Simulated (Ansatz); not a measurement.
We consider black phosphorus, described by PBEsol in Ansatz (plane waves, PAW).

Run with plane-wave cutoff 500 eV, 10×10×8 k mesh (along the axes of the cell as run), gaussian smearing 0.02 eV, scalar-relativistic PAW data made under PBE.

Computed at the level's own relaxed cell.

Question: Predict the equilibrium volume per atom, equilibrium lattice constant a, lattice parameter b and c axis length.

Answer: 
- equilibrium volume per atom: 17.93 Å³/atom
- equilibrium lattice constant a: 3.318 Å
- lattice parameter b: 10.304 Å
- c axis length: 4.195 Å

The run finds no gap.

Measured, for comparison: equilibrium volume per atom 18.97 Å³/atom (temperature not stated, not corrected to a static lattice; as tabulated in Appalakondaiah et al. (2012), arXiv:1211.3512). Computed (rounded) less measured: equilibrium volume per atom -5.5 %.

Note: the cell comes from a level without a dispersion term, which matters for the spacing of layers, chains or molecules.

Static lattice: no zero-point or thermal effects.

Ansatz is an electronic-structure program.
